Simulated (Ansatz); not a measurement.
The same path of CH₄BO (7 atoms, charge 1, multiplicity 1) was run twice with different band settings.

Method: RKS BHLYP/def2-SVP (Ansatz 0.2.0).

Relaxed end points:

```xyz
7
Properties=species:S:1:pos:R:3
B -1.052 0.418 -0.682
O -0.060 -0.175 0.117
C 1.001 -0.416 0.663
H -1.136 -0.032 -1.774
H -1.684 1.258 -0.136
H 1.052 -1.262 1.354
H 1.878 0.208 0.458
```

```xyz
7
Properties=species:S:1:pos:R:3
B -1.070 0.394 -0.668
O 0.167 0.137 -0.053
C 1.039 -0.365 0.634
H -1.222 -0.150 -1.709
H -1.767 1.144 -0.074
H 0.815 -1.240 1.253
H 2.038 0.080 0.616
```

Common settings: movable images 5; climbing image yes; spring 5.0 eV/Å²; optimiser quadratic models (default); force threshold 0.05 eV/Å; iteration limit 60; end points relaxed.

| run | start path |
| --- | --- |
| 1 | through a guess of the saddle point |
| 2 | straight line |

(1) What does each run give, and how far can it be trusted?

## Answers

(1) Run 1: converged after 27 iterations, highest image 0.002 eV above the first end. The top lies less than 8 meV above the higher end, about what the thresholds resolve: that end is a shoulder or a very shallow well. A vibrational analysis at the climbing image gives one clearly imaginary mode, 61i cm⁻¹: a first-order saddle point.
Run 2: converged after 8 iterations, highest image 0.002 eV above the first end. The top lies less than 8 meV above the higher end, about what the thresholds resolve: that end is a shoulder or a very shallow well. Another band between the same ends (5 images) ends at a top of the same energy, where a vibrational analysis finds 1 clearly imaginary mode.
Limits of this set-up: the dipole of an ion depends on the origin.
